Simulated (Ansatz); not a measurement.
Problem. Name a neutral molecule of B, C, O and H with vertical ionisation energy (CCSD(T)/CBS(def2)) between 11.50 and 11.80 eV and LUMO energy (ωB97M-V/def2-TZVPP) between 1.95 and 2.25 eV (Ansatz, PBE0-D4/def2-TZVP geometry).

Solution. `CBO` (11.55 eV, 2.10 eV). Other molecules can fit too; these were computed, each in one conformer that needn't be the lowest.
